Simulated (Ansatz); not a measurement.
# CH5OSi: the cost of one run

Method: UKS B3LYP/def2-SVP, in Ansatz 0.2.0.

## (1) The structure to begin with

Bond lengths: O1–C2 1.422 Å, C2–Si3 1.911 Å, O1–H4 0.963 Å, C2–H5 1.098 Å, C2–H6 1.094 Å, Si3–H7 1.457 Å, Si3–H8 1.455 Å. Angles: O1–C2–Si3 111.5°, O1–C2–H5 110.4°, O1–C2–H6 104.8°, Si3–C2–H5 113.0°, Si3–C2–H6 110.0°, H5–C2–H6 106.8°, C2–O1–H4 108.6°, C2–Si3–H7 111.8°, C2–Si3–H8 111.4°, H7–Si3–H8 115.6°.

Coordinates:

```xyz
8

O    -0.7421    1.0007   -1.0370
C    -0.2924    0.5703    0.2412
Si    0.5595   -1.1375    0.1468
H    -1.4200    0.3911   -1.3457
H    -1.1170    0.5979    0.9651
H     0.4286    1.3311    0.5538
H     1.0869   -1.5515    1.4405
H     1.4967   -1.2020   -0.9646
```

## (2) Relaxing end A

input.yaml reads:

```yaml
crystal:
  periodic: [false, false, false]
  atoms:
    - { symbol: O, position_ang: [-0.74209, 1.00074, -1.03698] }
    - { symbol: C, position_ang: [-0.29245, 0.57025, 0.24116] }
    - { symbol: Si, position_ang: [0.55947, -1.13754, 0.14677] }
    - { symbol: H, position_ang: [-1.42, 0.39111, -1.34572] }
    - { symbol: H, position_ang: [-1.11702, 0.59787, 0.96514] }
    - { symbol: H, position_ang: [0.42856, 1.3311, 0.55377] }
    - { symbol: H, position_ang: [1.08688, -1.55153, 1.44048] }
    - { symbol: H, position_ang: [1.49666, -1.202, -0.96462] }
magnetization:
  spin_polarized: true
  initial_magnetization: 1
basis:
  gaussian: { orbitals: def2-SVP }
hamiltonian:
  xc: b3lyp
relax:
  f_tol: 0.015
  max_steps: 40
output:
  orbitals: {}
```

Launch:

```console
$ ansatz run input.yaml --threads 1 --pin off --max-ram 2048MiB --backend cpu --events-out ev --progress --plain --runs-dir out
```

Q: Estimate wall time and peak memory on 1 thread of Arm Neoverse V1, shared host.

About 25 s, with a peak of 0.17 GiB.
